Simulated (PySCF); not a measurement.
**How good is the calculation?**

Atom-mapped SMILES (the numbers label the heavy atoms): `[OH:1][CH2:2][CH:3]1[CH2:4][CH2:5]1`; H(Xn) means a hydrogen on atom n. Ha(C4), Ha(C5) are cis to C2 on the ring; Hb(C4), Hb(C5) are trans to C2 on the ring.

One averaged value for each set of equivalent atoms, no solvent model, a single conformation, relativity neglected. PBE0-D3(BJ)/def2-SVP geometry; PBE0/pcSseg-1 with gauge-including orbitals; PySCF 2.14.

Reference values: measured (solution, not stated per compound (mostly CDCl3 or CCl4); Pretsch, Buehlmann, Badertscher, Structure Determination of Organic Compounds, 4th ed. (2009)).
```
atoms  quantity  reference  computed  computed, scaled
   C3     δ ¹³C       12.7      15.8              14.6
C4/C5     δ ¹³C        2.2       3.5               2.7
```

Computed shifts are σ(ref) − σ with the named reference compound (TMS for H and C) calculated as an isolated molecule at the same level. The measured values may be among those fitted. Empirical linear scaling, fitted to shifts measured mostly in CDCl3 for H and C (δ vs TMS): ¹³C (scatter 1.9 ppm rms, 2.3 ppm with the 23 outliers that the fit left out). A few per cent of atoms miss by over 2 rms, more outside the fitted compound classes.

Task: How far are the unscaled ¹³C shifts from the references?

Result: Mean signed difference +2.20 ppm, mean absolute 2.20 ppm over 2 comparisons; the largest is +3.1 ppm at C3 (three-membered-ring carbon).
